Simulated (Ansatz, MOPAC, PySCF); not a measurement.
Noncovalent pair: HCl (SMILES Cl) (first 2 atoms) with H2S (SMILES S); geometry from NCB31 set.
(charge 0, multiplicity 1):
```xyz
5

Cl    -1.912     0.000     0.003
H     -0.627     0.000    -0.104
S      1.843     0.000    -0.102
H      1.823    -0.962     0.835
H      1.822     0.962     0.835
```

Monomers are frozen at their geometry in the pair; levels with a basis set take the counterpoise correction. Rows marked so take none.

Correlated levels freeze the cores. CBS: X⁻³ extrapolation of the correlation energy, Hartree–Fock from the larger set. Rows in 6-311+G**, 6-31G*, LANL2DZ carry no dispersion term and start afresh at each structure (6-31G* with six Cartesian d functions). MP2/6-31G* freezes PySCF's default core. LANL2DZ brings its own core potentials from Na on. The state that PM3, PM6, PM7 reach isn't checked; PM7 holds dispersion and hydrogen-bond terms.

Run with Ansatz (Gaussian basis) for Hartree–Fock, density functionals and correlated methods; MOPAC for PM3, PM6, PM7 (differences of heats of formation); PySCF for 6-311+G** rows, 6-31G* rows, LANL2DZ rows, the dispersion terms. Each number belongs to the level named beside it.

Other levels give for the interaction energy: PBE/def2-TZVPPD -16.4; B3LYP/def2-TZVPPD -11.4; B3LYP-D3(BJ)/def2-TZVPPD -17.1; wB97M-V/def2-TZVPPD -13.8; CCSD(T)/CBS(aug-cc-pV(T+d)Z, aug-cc-pV(Q+d)Z) -14.3 kJ/mol.

Common cheap choices:

```json
[
 {"level": "PM3", "interaction energy (kJ/mol)": "-14.9", "less -14.3 (CCSD(T)/CBS(aug-cc-pV(T+d)Z, aug-cc-pV(Q+d)Z))": "-0.6"},
 {"level": "PM6", "interaction energy (kJ/mol)": "-5.0", "less -14.3 (CCSD(T)/CBS(aug-cc-pV(T+d)Z, aug-cc-pV(Q+d)Z))": "9.3"},
 {"level": "PM7", "interaction energy (kJ/mol)": "-5.8", "less -14.3 (CCSD(T)/CBS(aug-cc-pV(T+d)Z, aug-cc-pV(Q+d)Z))": "8.5"},
 {"level": "B3LYP/6-31G*", "interaction energy (kJ/mol)": "-12.5", "less -14.3 (CCSD(T)/CBS(aug-cc-pV(T+d)Z, aug-cc-pV(Q+d)Z))": "1.8"},
 {"level": "B3LYP/6-311+G** (no counterpoise)", "interaction energy (kJ/mol)": "-13.5", "less -14.3 (CCSD(T)/CBS(aug-cc-pV(T+d)Z, aug-cc-pV(Q+d)Z))": "0.8"},
 {"level": "B3LYP/LANL2DZ (no counterpoise)", "interaction energy (kJ/mol)": "-13.7", "less -14.3 (CCSD(T)/CBS(aug-cc-pV(T+d)Z, aug-cc-pV(Q+d)Z))": "0.6"},
 {"level": "M06-2X/6-31G* (no counterpoise)", "interaction energy (kJ/mol)": "-15.8", "less -14.3 (CCSD(T)/CBS(aug-cc-pV(T+d)Z, aug-cc-pV(Q+d)Z))": "-1.5"},
 {"level": "MP2/6-31G*", "interaction energy (kJ/mol)": "-8.1", "less -14.3 (CCSD(T)/CBS(aug-cc-pV(T+d)Z, aug-cc-pV(Q+d)Z))": "6.2"}
]
```

Ansatz is a program for electronic structure.
